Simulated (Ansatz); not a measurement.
```yaml
crystal:
  periodic: [false, false, false]
  atoms:
    - {symbol: Hf, position_ang: [-0.171949, 0.001294, 0.001336]}
    - {symbol: N, position_ang: [1.753955, -0.013204, -0.013629]}
    - {symbol: H, position_ang: [2.017926, -0.998484, -0.010684]}
    - {symbol: H, position_ang: [2.035619, 0.480684, 0.833256]}
    - {symbol: H, position_ang: [2.022320, 0.472060, -0.869786]}
basis:
  gaussian: {orbitals: def2-TZVP}
hamiltonian: {xc: pbe0}
relax: {f_tol: 0.004, max_steps: 80}
```

```sh
$ ansatz run in.yaml --threads 1 --pin off --events-out ev --progress --plain --max-ram 2176MiB
```

Steps of the relaxation (energy above the last step; positions in Å, forces in eV/Å):

```
5
step 1, 715.8 meV
Hf   -0.172    0.001    0.001   -5.165    0.043    0.033
N     1.754   -0.013   -0.014    4.041    0.396   -0.778
H     2.018   -0.998   -0.011    0.456   -0.693    0.269
H     2.036    0.481    0.833    0.465    0.113    0.728
H     2.022    0.472   -0.870    0.203    0.141   -0.252
```

```
5
step 2, 128.9 meV
Hf   -0.336    0.004    0.000   -1.354    0.019   -0.004
N     1.776   -0.010   -0.020    0.887   -0.019    0.014
H     2.068   -1.001   -0.002    0.169    0.253    0.030
H     2.086    0.474    0.839    0.164   -0.157   -0.205
H     2.063    0.475   -0.876    0.135   -0.096    0.165
```

```
5
step 3, 18.2 meV
Hf   -0.454    0.010   -0.008   -0.284    0.017   -0.023
N     1.770   -0.012   -0.016    0.317   -0.162    0.277
H     2.117   -0.984    0.001   -0.024    0.288   -0.073
H     2.135    0.461    0.826   -0.029   -0.083   -0.284
H     2.090    0.467   -0.862    0.020   -0.059    0.103
```

```
5
step 8, 0.0 meV
Hf   -0.508    0.037   -0.054    0.001    0.000    0.000
N     1.771   -0.035    0.025    0.000   -0.001    0.001
H     2.177   -0.973   -0.005    0.000    0.001    0.000
H     2.194    0.460    0.813    0.000   -0.001   -0.001
H     2.023    0.454   -0.838    0.000    0.000   -0.001
```

Close pairs at the end: N2–H4 1.023 Å, N2–H3 1.023 Å, N2–H5 1.023 Å, Hf1–N2 2.281 Å, Hf1–H5 2.682 Å, Hf1–H3 2.869 Å, Hf1–H4 2.869 Å.

A stationary point of restricted PBE0 after 8 steps (its stability towards spin polarisation wasn't tested); no frequencies were run, so it isn't proven a minimum. 35 s on 1 thread of Intel Xeon 6975P-C, shared host.
